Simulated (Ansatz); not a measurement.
Computed with Ansatz on PBE0-D4/def2-TZVP structures; ΔE is electronic, products minus reactants. CBS: MP2 limit from def2 TZ/QZ plus the TZ coupled-cluster correction, frozen cores. This one scheme is used for every species, atoms too. Functionals use def2-TZVPP. No spin–orbit coupling; open shells (•) take unrestricted orbitals. Spin–orbit coupling would lower the free atoms: a little for C. One conformer a species, not always the lowest.

Consider the atomization: `NCCN` → 2 C• + 8 H• + 2 N•.

`NCCN`:

Z-matrix (Å, degrees):
```
C
C 1 1.521
N 1 1.455 2 110.8
H 1 1.104 2 108.9 3 125.5
H 1 1.095 2 108.6 3 -118.7
N 2 1.452 1 115.9 3 -60.1
H 2 1.095 1 108.8 3 177.5
H 2 1.094 1 108.6 3 61.3
H 3 1.013 1 110.3 2 71.9
H 3 1.012 1 110.8 2 -170.3
H 6 1.013 2 111.4 1 -54.7
H 6 1.012 2 110.9 1 65.6
```

(1) What is ΔE at CCSD(T)/CBS? (Best estimate.)

(2) What do these levels give: r2SCAN-D4, BLYP, PBE0, r2SCANh, CAM-B3LYP, MP2/def2-QZVPP? (An estimate is asked.)

(3) What do rigid-rotor, harmonic-oscillator terms from PBE0-D4/def2-TZVP frequencies (298.15 K, 1 bar) make of the CCSD(T)/CBS value? (Best estimate.)

Largest T1 diagnostic among the species: 0.009.

Answers

(1) Ansatz gave: +1044.6 kcal/mol.

(2) Computed: r2SCAN-D4 1039.8, BLYP 1039.6, PBE0 1045.0, r2SCANh 1033.0, CAM-B3LYP 1050.1, MP2/def2-QZVPP 1040.6 kcal/mol.

(3) The calculation gave: ΔZPE = -69.7 kcal/mol, ΔH = +988.7 kcal/mol, ΔS = 1241 J/(mol·K), ΔG = +900.3 kcal/mol. Open shells count their whole term as degenerate.

From PBE to PBE0 (25 % exact exchange), in def2-TZVPP and without D4, ΔE moves by −19.4 kcal/mol: exact exchange takes away binding that semilocal exchange gives to molecules. In def2-TZVPP, CCSD(T) changes the Hartree–Fock value by +283.3 kcal/mol (the triples alone add +14.2 kcal/mol) and MP2 by +291.3 kcal/mol; breaking electron pairs costs correlation energy, which Hartree–Fock lacks. At CCSD(T), def2-SVP lies −60.2 kcal/mol from the extrapolated value and def2-TZVPP −29.3 kcal/mol: correlation converges slowly with the basis, and small sets miss more of it in the bonded molecule than in its fragments.

For atomizations the MP2-based limit and the directly extrapolated one differ by several kJ/mol either way, and by 10 to 25 for some Ge, Se and Sn compounds, so smaller differences from it don't rank the levels.
